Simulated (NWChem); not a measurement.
The numbers come from NWChem runs, not from measurements. System: O, charge 0, spin multiplicity 3. Its SCF solution wasn't tested for a lower state. Level: UHF/def2-TZVPD.

Input file:

```
start mol
memory heap 200 mb stack 900 mb global 1100 mb
geometry units angstroms nocenter noautoz
  O      0.000000     0.000000     0.000000
  symmetry group D2h
end
basis spherical
  * library def2-tzvpd
end
scf
  uhf
  nopen 2
  maxiter 100
  thresh 1e-7
  semidirect memsize 60000000 filesize 0
  # guess.movecs holds the orbitals of an unrestricted PBE0 run
  vectors input guess.movecs output mol.movecs
end
task scf energy
```

NWChem printed:

```
             Northwest Computational Chemistry Package (NWChem) 7.3.0
             --------------------------------------------------------

                                NWChem Input Module
                                -------------------

 Scaling coordinates for geometry "geometry" by  1.889725989
 (inverse scale =  0.529177249)

                             Geometry "geometry" -> ""
                             -------------------------

 Output coordinates in angstroms (scale by  1.889725989 to convert to a.u.)

  No.       Tag          Charge          X              Y              Z
 ---- ---------------- ---------- -------------- -------------- --------------
    1 O                    8.0000     0.00000000     0.00000000     0.00000000

 Effective nuclear repulsion energy (a.u.)       0.0000000000

            Nuclear Dipole moment (a.u.)
            ----------------------------
        X                 Y               Z
 ---------------- ---------------- ----------------
     0.0000000000     0.0000000000     0.0000000000

      Symmetry information
      --------------------

 Group name             D2h
 Group number             26
 Group order               8
 No. of unique centers     1

      Symmetry unique atoms

     1


 Summary of "ao basis" -> "" (spherical)
 ------------------------------------------------------------------------------
       Tag                 Description            Shells   Functions and Types
 ---------------- ------------------------------  ------  ---------------------
 *                         def2-tzvpd                 on all atoms

 Summary of "ao basis" -> "ao basis" (spherical)
 ------------------------------------------------------------------------------
       Tag                 Description            Shells   Functions and Types
 ---------------- ------------------------------  ------  ---------------------
 O                         def2-tzvpd               14       40   6s4p3d1f

                                 NWChem SCF Module
                                 -----------------

  ao basis        = "ao basis"
[...]
    14      0.289538  1 O  py

 Vector    4  Occ=0.000000D+00  E= 6.121692D-02  Symmetry=b3u
              MO Center=  8.6D-18, -1.7D-23, -3.7D-18, r^2= 3.9D+00
   Bfn.  Coefficient  Atom+Function         Bfn.  Coefficient  Atom+Function
  ----- ------------  ---------------      ----- ------------  ---------------
    16      0.676262  1 O  px                10      0.246881  1 O  px
     7      0.237927  1 O  px                13      0.170237  1 O  px

 Vector    5  Occ=0.000000D+00  E= 6.121692D-02  Symmetry=b1u
              MO Center=  2.8D-20, -3.5D-24,  5.9D-18, r^2= 3.9D+00
   Bfn.  Coefficient  Atom+Function         Bfn.  Coefficient  Atom+Function
  ----- ------------  ---------------      ----- ------------  ---------------
    18      0.676262  1 O  pz                12      0.246881  1 O  pz
     9      0.237927  1 O  pz                15      0.170237  1 O  pz

 Vector    6  Occ=0.000000D+00  E= 1.378740D-01  Symmetry=b2u
              MO Center=  6.5D-34, -3.7D-19,  4.2D-32, r^2= 8.2D+00
   Bfn.  Coefficient  Atom+Function         Bfn.  Coefficient  Atom+Function
  ----- ------------  ---------------      ----- ------------  ---------------
    17      1.200586  1 O  py                14     -0.412539  1 O  py

 center of mass
 --------------
 x =   0.00000000 y =   0.00000000 z =   0.00000000

 moments of inertia (a.u.)
 ------------------
           0.000000000000           0.000000000000           0.000000000000
           0.000000000000           0.000000000000           0.000000000000
           0.000000000000           0.000000000000           0.000000000000

  Mulliken analysis of the total density
  --------------------------------------

    Atom       Charge   Shell Charges
 -----------   ------   -------------------------------------------------------
    1 O    8     8.00   0.80  1.18  0.64  1.03  0.35  0.00  1.69  1.66  0.64  0.01  0.00  0.00  0.00  0.00

  Mulliken analysis of the alpha density
  --------------------------------------

    Atom       Charge   Shell Charges
 -----------   ------   -------------------------------------------------------
    1 O    8     5.00   0.40  0.59  0.34  0.53  0.14  0.00  1.30  1.26  0.43  0.00  0.00  0.00  0.00  0.00

   Mulliken analysis of the beta density
   -------------------------------------

    Atom       Charge   Shell Charges
 -----------   ------   -------------------------------------------------------
    1 O    8     3.00   0.40  0.59  0.30  0.50  0.21  0.00  0.39  0.40  0.21  0.01  0.00  0.00  0.00  0.00

   Mulliken analysis of the spin density
   -------------------------------------

    Atom       Charge   Shell Charges
 -----------   ------   -------------------------------------------------------
    1 O    8     2.00   0.00 -0.00  0.04  0.03 -0.07 -0.00  0.92  0.86  0.22 -0.00 -0.00 -0.00 -0.00  0.00

       Multipole analysis of the density wrt the origin
       ------------------------------------------------

     L   x y z        total         alpha         beta         nuclear
     -   - - -        -----         -----         ----         -------
     0   0 0 0     -0.000000     -5.000000     -3.000000      8.000000

     1   1 0 0     -0.000000     -0.000000     -0.000000      0.000000
     1   0 1 0      0.000000      0.000000      0.000000      0.000000
     1   0 0 1     -0.000000      0.000000     -0.000000      0.000000

     2   2 0 0     -3.414136     -2.402413     -1.011723      0.000000
     2   1 1 0     -0.000000     -0.000000     -0.000000      0.000000
     2   1 0 1      0.000000      0.000000     -0.000000      0.000000
     2   0 2 0     -4.396517     -2.407908     -1.988609      0.000000
     2   0 1 1      0.000000      0.000000      0.000000      0.000000
     2   0 0 2     -3.414136     -2.402413     -1.011723      0.000000

 Task  times  cpu:        0.1s     wall:        0.1s

 Total times  cpu:        0.1s     wall:        0.1s
```
